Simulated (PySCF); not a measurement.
A run for PySCF: R-MP2/6-31G* on C2H2 (SMILES C#C) with ghost functions.

```python
from pyscf import gto, scf, dft, mp
from pyscf.data.elements import chemcore

mol = gto.M(
    atom='''
    H    -0.00000000   -1.66786500   -1.75000000
    H     0.00000000    1.66786500   -1.75000000
    C    -0.00000000   -0.60339700   -1.75000000
    C     0.00000000    0.60339700   -1.75000000
    ghost-H   -0.00000000   -1.66786500    1.75000000
    ghost-H    0.00000000    1.66786500    1.75000000
    ghost-C   -0.00000000   -0.60339700    1.75000000
    ghost-C    0.00000000    0.60339700    1.75000000
    ''',
    basis='6-31g*',
    cart=True,
    charge=0, spin=0, verbose=3, max_memory=1800)
mf = scf.RHF(mol)
mf.conv_tol = 1e-8
mf.max_cycle = 100
mf.kernel()
if not mf.converged:
    mf = mf.newton().run(mf.mo_coeff, mf.mo_occ)
pt = mp.MP2(mf, frozen=chemcore(mol)).run()
```

It printed:

```
converged SCF energy = -76.8173925613859
E(RMP2) = -77.0673419201762  E_corr = -0.249949358790257
E(SCS-RMP2) = -77.0647187101303  E_corr = -0.247326148744329
```

Self-consistency was reached.

Cost: very roughly 0.8 core-seconds.
